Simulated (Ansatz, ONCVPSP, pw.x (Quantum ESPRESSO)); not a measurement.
osmium (Os) (bcc): variants of one ONCV potential in the solid

osmium, optimised norm-conserving Vanderbilt (ONCV), made with ONCVPSP 4.0.1.1 (patched build) (PBEsol, scalar-relativistic). Core [Kr] 4d10 4f14, reference 5s2 5p6 5d6 6s1.75 (charge +0.25). Waves: 5s+6s: rc 1.90 bohr, ncon 4, nbas 7, qcut 7.2 1/bohr, 2 projectors; 5p: rc 1.50 bohr, ncon 4, nbas 8, qcut 10.6 1/bohr, 2 projectors, debl 3 Ha; 5d: rc 2.00 bohr, ncon 3, nbas 8, qcut 7 1/bohr, 2 projectors, debl 1 Ha. Local part: polynomial inside 1.45 bohr (lpopt 3, dvloc0 2 Ha). Core correction: none.

Crystal test: bcc Os in pw.x 7.5, no spin, 15³ k-points, Fermi–Dirac smearing 0.01 Ry, cutoffs set for each file from its atomic test. The reference is all-electron LAPW (Ansatz 0.2.0) with the same functional, mesh and smearing; V0 and B0 come from Birch–Murnaghan fits to the pressures at five volumes. Errors are pseudo minus all-electron; Δ is the rms difference of the E(V) curves that follow from these fits, minima aligned, over ±6 % about the mean V0. Mesh and smearing are coarse, so the numbers serve the comparison and aren't converged zero-temperature values; the lattice is a test structure that the element need not adopt.

All-electron: a0 = 3.063 Å (V0 = 14.37 Å³/atom), B0 = 379.8 GPa.

1 further variants are left out: they gave no file fit for a test, a broken result, the same result as the base, or pressures whose basis-set error rivals the error shown.

```tsv
change	cutoffs (Ry)	pw.x	a0 (Å)	a0 error (%)	B0 error (%)	Δ (meV/atom)	mean pressure error (GPa)
base	95/380	converged	3.055	-0.24	+0.7	8.8	-2.81
local potential polynomial inside 1.45 bohr (lpopt 3, dvloc0 8 Ha)	95/380	converged	3.059	-0.12	+0.7	4.4	-1.40
d: rc 1.34; local potential polynomial inside 1.34 bohr (lpopt 3, dvloc0 2 Ha)	95/380	converged	3.054	-0.28	+0.5	10.0	-3.20
d: rc 2.78	95/380	converged	3.054	-0.30	+0.6	10.9	-3.46
p: debl 3.25	95/380	converged	3.055	-0.24	+0.7	8.8	-2.81
```
